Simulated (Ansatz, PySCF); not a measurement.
Molecule: ch3ch2o radical, C₂H₅O (charge 0, doublet). It need not be the lowest isomer of its formula. 
Structure (B3LYP-D3(BJ)/def2-TZVP (Ansatz, a program for electronic structure) minimum search):
```
C
O 1 1.3629
H 1 1.1077 2 107.07
H 1 1.1077 3 102.54 2 -112.51
C 1 1.5216 3 111.66 4 -119.68
H 5 1.0908 1 110.40 3 -63.09
H 5 1.0908 6 108.27 1 120.97
H 5 1.0924 6 108.45 7 117.49
```
Charge 0, spin multiplicity 2.

Total electronic energies in hartree. Correlated levels leave the core frozen unless marked. Open shells are spin-unrestricted. Spin-orbit coupling is left out. No relativistic terms. CBS marks a two-point X^-3 extrapolation of the correlation energy; Hartree-Fock from the larger set. [CCSD(T)-MP2]/basis is that difference in the basis named.

| level | program | energy (Eh) |
|---|---|---|
| RI-HF/aug-cc-pVTZ | Ansatz | -153.52073 |
| PBE0/def2-SVP | Ansatz | -154.07471 |
| PBE0-D3(BJ)/def2-TZVPD | Ansatz + dftd3 | -154.25607 |
| r2SCAN0-D4/def2-TZVPD | Ansatz + dftd4 | -154.32903 |
| MN15/def2-TZVPD | PySCF | -154.24540 |
| HSE06/def2-TZVPD | Ansatz | -154.24459 |
| LC-wPBE/def2-TZVPD | Ansatz | -154.33886 |
| wB97X/def2-TZVPD | Ansatz | -154.39011 |
| RI-MP2/CBS(cc-pVTZ,cc-pVQZ)+[CCSD(T)-MP2]/cc-pVTZ | Ansatz | -154.1973 |

Totals of different functionals don't rank their quality; only differences between species are comparable.
